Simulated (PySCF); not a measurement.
Input for PySCF: D3(BJ) and D4 dispersion corrections on HOCH3Fts, charge -1. Charge -1.

```python
from pyscf import gto
from pyscf.dispersion import dftd3, dftd4

mol = gto.M(
    atom='''
    F     0.02253600   -0.00745300    0.00552900
    C    -0.01842000    0.00503700    1.76492500
    H     1.04805000    0.00524000    1.85414600
    H    -0.54781900    0.93470700    1.79222400
    H    -0.54895500   -0.92343300    1.80576200
    O     0.00126500    0.01920000    3.75059900
    H    -0.92676300    0.03161500    3.99758100
    ''',
    basis='def2-svp',
    charge=-1, spin=0, verbose=0, max_memory=1800)
d3, d4 = {}, {}
for xc in ['hf', 'pbe', 'blyp', 'revpbe', 'tpss', 'r2scan', 'b3lyp', 'pbe0', 'bhlyp', 'camb3lyp', 'b2plyp']:
    d3[xc] = float(dftd3.DFTD3Dispersion(mol, xc=xc, version='d3bj', atm=False).get_dispersion()['energy'])
    print(f'D3(BJ) {xc:10s} {d3[xc]:14.8f} Eh')
for xc in ['hf', 'pbe', 'blyp', 'revpbe', 'tpss', 'r2scan', 'b3lyp', 'pbe0', 'bhlyp', 'camb3lyp', 'b2plyp']:
    d4[xc] = float(dftd4.DFTD4Dispersion(mol, xc={'camb3lyp': 'cam-b3lyp'}.get(xc, xc), atm=True).get_dispersion()['energy'])
    print(f'D4     {xc:10s} {d4[xc]:14.8f} Eh')
```

It printed:

```
D3(BJ) hf            -0.02354210 Eh
D3(BJ) pbe           -0.00257525 Eh
D3(BJ) blyp          -0.00522515 Eh
D3(BJ) revpbe        -0.00714694 Eh
D3(BJ) tpss          -0.00309367 Eh
D3(BJ) r2scan        -0.00065988 Eh
D3(BJ) b3lyp         -0.00419944 Eh
D3(BJ) pbe0          -0.00207096 Eh
D3(BJ) bhlyp         -0.00307246 Eh
D3(BJ) camb3lyp      -0.00167767 Eh
D3(BJ) b2plyp        -0.00178784 Eh
D4     hf            -0.01145062 Eh
D4     pbe           -0.00265288 Eh
D4     blyp          -0.00615423 Eh
D4     revpbe        -0.01078964 Eh
D4     tpss          -0.00360160 Eh
D4     r2scan        -0.00066998 Eh
D4     b3lyp         -0.00420068 Eh
D4     pbe0          -0.00217609 Eh
D4     bhlyp         -0.00266532 Eh
D4     camb3lyp      -0.00212273 Eh
D4     b2plyp        -0.00183635 Eh
```

The run finished.

Cost: very roughly 0.03 core-seconds.
